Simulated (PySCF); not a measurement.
**Level sweep**

Compound: 1,3-dichloropropane, C₃H₆Cl₂.
Structure used (PBE0-D3(BJ)/def2-SVP), in Å, numbered top down from 1:
```xyz
11
C3H6Cl2 angstrom
Cl     1.704    1.349    0.903
C      0.677    0.957   -0.512
C      0.165   -0.466   -0.455
C     -0.731   -0.763    0.727
Cl    -2.228    0.221    0.689
H      1.290    1.124   -1.407
H     -0.157    1.673   -0.510
H      1.021   -1.162   -0.419
H     -0.381   -0.671   -1.392
H     -0.220   -0.533    1.672
H     -1.042   -1.816    0.735
```

PySCF, dipoles from the SCF density, polarisabilities from static response with core orbitals frozen. The structure is a single PBE0-D3(BJ)/def2-SVP conformer in the gas phase; no vibrational or solvent corrections.

Task: How do dipole and polarisability depend on functional and basis here?

Result: 

```
              level  μ (D)  α (Å³)  anisotropy (Å³)
      LDA/def2-SVPD  2.293   10.21             2.10
      PBE/def2-SVPD  2.274   10.10             2.09
    B3LYP/def2-SVPD  2.316    9.84             1.98
     PBE0/def2-SVPD  2.348    9.72             1.95
BHandHLYP/def2-SVPD  2.397    9.50             1.88
CAM-B3LYP/def2-SVPD  2.347    9.68             1.91
  wB97X-D/def2-SVPD  2.387    9.62             1.88
  LC-wPBE/def2-SVPD  2.383    9.42             1.82
       HF/def2-SVPD  2.530    9.20             1.80
        PBE0/6-31G*  2.415    7.41             1.94
      PBE0/def2-SVP  2.164    7.37             1.52
     PBE0/def2-TZVP  2.267    8.86             1.92
```

The anisotropy is √(½[(α1 − α2)² + (α2 − α3)² + (α3 − α1)²]). The dipole runs from 2.16 D (PBE0/def2-SVP) to 2.53 D (HF/def2-SVPD). No reference polarisability is at hand; against PBE0 in the largest diffuse basis at hand (def2-SVPD) the other PBE0 rows deviate by 6-31G* -24%, def2-SVP -24%, def2-TZVP -9%. In one basis (def2-SVPD) the functionals order the polarisability from HF (lowest) to LDA (highest), a spread of 11%. With PBE0 the polarisability is 7.88 Å³ without diffuse functions (mean of 6-31G*, def2-SVP and def2-TZVP) and 9.72 Å³ with them (def2-SVPD).
